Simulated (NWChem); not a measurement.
**Correlation energy of S (+1)**

SMILES: [S+]
```xyz
1

S      0.0000     0.0000     0.0000
```
Charge +1, spin multiplicity 4.

Everything below was run with NWChem.

Basis set: def2-TZVP. Each correlation energy counts from its own Hartree-Fock reference.

The correlated methods keep 5 core orbitals frozen. No SCF solution was tested for a lower state. Open-shell Hartree-Fock references start from PBE0 orbitals. No row is a measurement; the coupled-cluster row has its own basis-set and correlation limits.

Problem. For the correlation energy, UMP2 gives -87.6 mHa and SCS-UMP2 gives -84.6 mHa. What do CCSD on UHF, CCSD[T] on UHF, CCSD(T) on UHF give?

Solution. CCSD on UHF: -107.8 mHa; CCSD[T] on UHF: -111.2 mHa; CCSD(T) on UHF: -111.2 mHa.
